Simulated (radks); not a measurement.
# Ionisation of S²⁺: one atom, several choices of relativity

How much does the choice of relativity matter for taking an electron from S²⁺? Both S²⁺ ([Ne] 3s2 3p2) and S³⁺ ([Ne] 3s2 3p1) are run for each choice.

Method: Kohn-Sham, PBE, spin-unpolarised, spherical densities. Code: radks (a radial shooting solver on a logarithmic mesh, Libxc functionals) version 1.

## 1. The system

- element: sulfur (Z = 16)
- charge: +2
- electrons: 14
- configuration: [Ne] 3s2 3p2
- ion: S³⁺, [Ne] 3s2 3p1
- choices: non-relativistic; scalar-relativistic; Dirac, 2j+1 shares; Dirac, low j first; scalar-relativistic, finite nucleus; Dirac, 2j+1 shares, finite nucleus; Dirac, c × 1.25; Dirac, c × 0.85; Dirac, c × 0.75

## 2. non-relativistic: S²⁺

Input:

```text
Z 16
configuration [Ne] 3s2 3p2
relativity non-relativistic
functional pbe,pbe
spin unpolarised
nucleus point
```

Launch:

```
> python run_ks.py task.json out
```

All runs below come from this command, one after another.

## 3. non-relativistic: S³⁺

Input:

```text
Z 16
configuration [Ne] 3s2 3p1
relativity non-relativistic
functional pbe,pbe
spin unpolarised
nucleus point
```

## 4. scalar-relativistic: S²⁺

Input:

```text
Z 16
configuration [Ne] 3s2 3p2
relativity scalar-relativistic
functional pbe,pbe
spin unpolarised
nucleus point
c 137.035999084
```

## 5. scalar-relativistic: S³⁺

Input:

```text
Z 16
configuration [Ne] 3s2 3p1
relativity scalar-relativistic
functional pbe,pbe
spin unpolarised
nucleus point
c 137.035999084
```

## 6. Dirac, 2j+1 shares: S²⁺

Input:

```text
Z 16
configuration [Ne] 3s2 3p2
relativity Dirac
functional pbe,pbe
spin unpolarised
j_filling average
nucleus point
c 137.035999084
```

## 7. Dirac, 2j+1 shares: S³⁺

Input: that of step 6 with these lines changed.

```diff
@@ -1,3 +1,3 @@
 Z 16
-configuration [Ne] 3s2 3p2
+configuration [Ne] 3s2 3p1
 relativity Dirac
```

## 8. Dirac, low j first: S²⁺

Input:

```text
Z 16
configuration [Ne] 3s2 3p2
relativity Dirac
functional pbe,pbe
spin unpolarised
j_filling energy
nucleus point
c 137.035999084
```

## 9. Dirac, low j first: S³⁺

Input: that of step 8 with these lines changed.

```diff
@@ -1,3 +1,3 @@
 Z 16
-configuration [Ne] 3s2 3p2
+configuration [Ne] 3s2 3p1
 relativity Dirac
```

## 10. scalar-relativistic, finite nucleus: S²⁺

Input:

```text
Z 16
configuration [Ne] 3s2 3p2
relativity scalar-relativistic
functional pbe,pbe
spin unpolarised
nucleus finite rms 3.2611 fm
c 137.035999084
```

## 11. scalar-relativistic, finite nucleus: S³⁺

Input: that of step 10 with these lines changed.

```diff
@@ -1,3 +1,3 @@
 Z 16
-configuration [Ne] 3s2 3p2
+configuration [Ne] 3s2 3p1
 relativity scalar-relativistic
```

## 12. Dirac, 2j+1 shares, finite nucleus: S²⁺

Input:

```text
Z 16
configuration [Ne] 3s2 3p2
relativity Dirac
functional pbe,pbe
spin unpolarised
j_filling average
nucleus finite rms 3.2611 fm
c 137.035999084
```

## 13. Dirac, 2j+1 shares, finite nucleus: S³⁺

Input: that of step 12 with these lines changed.

```diff
@@ -1,3 +1,3 @@
 Z 16
-configuration [Ne] 3s2 3p2
+configuration [Ne] 3s2 3p1
 relativity Dirac
```

## 14. Dirac, c × 1.25: S²⁺

Input:

```text
Z 16
configuration [Ne] 3s2 3p2
relativity Dirac
functional pbe,pbe
spin unpolarised
j_filling average
nucleus point
c 171.295
```

## 15. Dirac, c × 1.25: S³⁺

Input: that of step 14 with these lines changed.

```diff
@@ -1,3 +1,3 @@
 Z 16
-configuration [Ne] 3s2 3p2
+configuration [Ne] 3s2 3p1
 relativity Dirac
```

## 16. Dirac, c × 0.85: S²⁺

Input:

```text
Z 16
configuration [Ne] 3s2 3p2
relativity Dirac
functional pbe,pbe
spin unpolarised
j_filling average
nucleus point
c 116.4806
```

## 17. Dirac, c × 0.85: S³⁺

Input: that of step 16 with these lines changed.

```diff
@@ -1,3 +1,3 @@
 Z 16
-configuration [Ne] 3s2 3p2
+configuration [Ne] 3s2 3p1
 relativity Dirac
```

## 18. Dirac, c × 0.75: S²⁺

Input:

```text
Z 16
configuration [Ne] 3s2 3p2
relativity Dirac
functional pbe,pbe
spin unpolarised
j_filling average
nucleus point
c 102.777
```

## 19. Dirac, c × 0.75: S³⁺

Input: that of step 18 with these lines changed.

```diff
@@ -1,3 +1,3 @@
 Z 16
-configuration [Ne] 3s2 3p2
+configuration [Ne] 3s2 3p1
 relativity Dirac
```

Q: Predict the outcome of this session. Wanted: for each run, relativity; E(S²⁺); Δ-SCF; −ε(HOMO); <r> HOMO; error.

As calculated:

| relativity | E(S²⁺) (hartree) | Δ-SCF (eV) | −ε(HOMO) (eV) | <r> HOMO (bohr) | error (eV) | time, both runs |
| --- | --- | --- | --- | --- | --- | --- |
| non-relativistic | -396.66246 | 34.050 | 27.988 | 1.767 | -0.81 | 0.12 s |
| scalar-relativistic | -397.79452 | 34.042 | 27.979 | 1.766 | -0.82 | 0.12 s |
| Dirac, 2j+1 shares | -397.79547 | 34.042 | 27.939 | 1.768 | -0.82 | 0.17 s |
| Dirac, low j first | -397.80112 | 34.107 | 28.032 | 1.763 | -0.75 | 0.16 s |
| scalar-relativistic, finite nucleus | -397.79414 | 34.042 | 27.979 | 1.766 | -0.82 | 0.13 s |
| Dirac, 2j+1 shares, finite nucleus | -397.79509 | 34.042 | 27.939 | 1.768 | -0.82 | 0.14 s |
| Dirac, c × 1.25 | -397.38583 | 34.045 | 27.957 | 1.768 | -0.81 | 0.17 s |
| Dirac, c × 0.85 | -398.23471 | 34.039 | 27.920 | 1.769 | -0.82 | 0.15 s |
| Dirac, c × 0.75 | -398.68733 | 34.036 | 27.901 | 1.769 | -0.82 | 0.15 s |

The NIST Atomic Spectra Database lists 34.86 eV (semi-empirical). The smallest miss is that of Dirac, low j first (-0.75 eV), the largest that of scalar-relativistic (-0.82 eV). Runs with a scaled speed of light are not ranked. The ionisation energies span 0.07 eV, the total energies of S²⁺ 55.1 eV (scaled speeds of light included): most of the change in the total cancels in the difference. From the non-relativistic level to Dirac, 2j+1 shares, finite nucleus the 1s level goes from -2424.0 to -2432.2 eV and the ionisation energy moves by -0.01 eV. Levels marked c × scale the speed of light and are no model of nature. Spin polarisation and multiplet splitting of open shells are left out at every level.
